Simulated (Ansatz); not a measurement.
Relaxation of CH$_{5}$BO (8 atoms, charge 0, multiplicity 1), to a largest force component of 0.02 eV/Å in at most 40 steps.

Theory: RKS PBE-D4/def2-SVP in Ansatz.

```xyz
8
Properties=species:S:1:pos:R:3:forces:R:3
B 0.000 0.000 0.000 -1.60 0.07 0.85
C 0.000 0.000 1.600 -0.21 -0.60 -0.88
H -1.000 -0.309 1.970 0.05 0.14 0.24
H 0.768 -0.711 1.970 0.08 0.17 0.20
H 0.232 1.020 1.970 0.07 -0.01 0.05
H 1.030 0.000 -0.595 0.59 0.35 -0.62
O -1.221 0.000 -0.705 0.60 -1.73 0.14
H -1.731 -0.847 -0.496 0.42 1.63 0.03
```

Where does it end, and by what steps?

The forces met the threshold. After 7 steps the energy has fallen by 0.623 eV; O7 moved furthest, 0.39 Å.

```json
{"step": "0", "energy less start (eV)": "0.0000", "largest force component (eV/Å)": "1.731", "accepted": "yes"}
{"step": "1", "energy less start (eV)": "-0.2692", "largest force component (eV/Å)": "2.295", "accepted": "yes"}
{"step": "2", "energy less start (eV)": "-0.4333", "largest force component (eV/Å)": "2.722", "accepted": "yes"}
{"step": "3", "energy less start (eV)": "-0.5356", "largest force component (eV/Å)": "1.512", "accepted": "yes"}
{"step": "4", "energy less start (eV)": "-0.6036", "largest force component (eV/Å)": "0.788", "accepted": "yes"}
{"step": "5", "energy less start (eV)": "-0.6222", "largest force component (eV/Å)": "0.053", "accepted": "yes"}
{"step": "6", "energy less start (eV)": "-0.6220", "largest force component (eV/Å)": "0.107", "accepted": "no"}
{"step": "7", "energy less start (eV)": "-0.6230", "largest force component (eV/Å)": "0.012", "accepted": "yes"}
```

```xyz
8
Properties=species:S:1:pos:R:3
B 0.019 -0.052 -0.015
C -0.039 -0.047 1.559
H -1.014 -0.347 2.000
H 0.750 -0.711 1.975
H 0.210 0.970 1.933
H 1.048 0.210 -0.620
O -1.047 -0.332 -0.817
H -1.849 -0.538 -0.300
```

Whether the end is a true minimum wasn't checked by a vibrational analysis.

Run time: 14 s on 1 thread of Arm Neoverse V2 (shared host), peak memory 0.13 GiB.
